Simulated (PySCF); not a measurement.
Simulated C 1s region for propane (`CCC`), binding energy against the vacuum level.

Every computed line was given a Gaussian of 0.6 eV full width at half maximum and an area set by the number of equivalent atoms; the highest printed point is 100. Method: PySCF 2.14.0, delta-SCF UKS SCAN, pcX-2 on the ionised atom, pcseg-1 elsewhere, spin-free X2C.

binding energy (eV), intensity and a bar:
```
    289.7          0 
    289.8          1 
    289.9          3 #
    290.0          9 ###
    290.1         19 ######
    290.2         36 ###########
    290.3         58 #################
    290.4         81 ########################
    290.5         97 #############################
    290.6        100 ##############################
    290.7         89 ###########################
    290.8         67 ####################
    290.9         44 #############
    291.0         25 #######
    291.1         12 ####
    291.2          5 #
    291.3          2 
    291.4          1 
    291.5          0
```

Problem. How many maxima does the curve show, and how many computed lines lie under it?

Solution. The curve has 1 maximum (at 290.6 eV). Under it lie 2 lines from 2 inequivalent carbon sites. At this width some lines have no maximum of their own.

Problem. Decompose the envelope and assign each component. Numbering: `[CH3:1][CH2:2][CH3:3]`.

Solution. 
| position (eV) | relative area | line | atoms | environment |
| --- | --- | --- | --- | --- |
| 290.55 | 2 | C 1s | C1/C3 | methyl carbon |
| 290.62 | 1 | C 1s | C2 | chain CH2 carbon |

The 2 C 1s values lie within 0.07 eV of each other; Gaussian lines of 0.5 eV full width would blend them into one maximum.

Shake-up satellites, vibrational structure and lifetime widths aren't simulated. Atoms equivalent by their bonding share one computed value, that of the first of them. Isolated species at its PBE0-D3(BJ)/def2-SVP geometry, gas phase.
